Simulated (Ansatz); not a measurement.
C5H9F (`FC1CCCC1`), relaxed with RKS PBE-D4/def2-SVP in the Gaussian-basis code of Ansatz from a rough embedded geometry. The force threshold is 0.03 eV/Å; the program also tests the step.

Charge 0, multiplicity 1.

Start:

```xyz
15

F    -1.460   -1.394   -0.155
C    -1.208   -0.180    0.375
C    -0.786    0.700   -0.759
C     0.751    0.269   -1.048
C     1.180   -0.354    0.262
C     0.035   -0.274    1.267
H    -2.057    0.206    0.894
H    -1.343    0.592   -1.651
H    -0.745    1.711   -0.481
H     1.311    1.067   -1.378
H     0.692   -0.522   -1.853
H     2.102    0.122    0.626
H     1.407   -1.437    0.130
H    -0.012   -1.156    1.933
H     0.133    0.649    1.836
```

(1) How much energy does the relaxation release, and in how many steps? (Best estimate.)

(2) Which bonds change most? (Estimate.)

(3) Give the relaxed structure. (An estimate is asked.)

Answers

(1) The calculation gave: 12.43 kcal/mol, in 5 steps.

(2) Computed: C4–H10 from 1.030 to 1.108 Å; C3–C4 from 1.623 to 1.549 Å; C3–H9 from 1.049 to 1.110 Å; F1–C2 from 1.349 to 1.404 Å.

(3) Computed: 
```xyz
15

F    -1.484   -1.470   -0.102
C    -1.195   -0.182    0.376
C    -0.746    0.692   -0.794
C     0.722    0.270   -1.056
C     1.206   -0.418    0.257
C     0.046   -0.253    1.263
H    -2.105    0.192    0.896
H    -1.413    0.567   -1.669
H    -0.807    1.755   -0.481
H     1.350    1.140   -1.331
H     0.776   -0.439   -1.906
H     2.153    0.011    0.640
H     1.391   -1.495    0.076
H    -0.025   -1.072    2.006
H     0.132    0.701    1.824
```
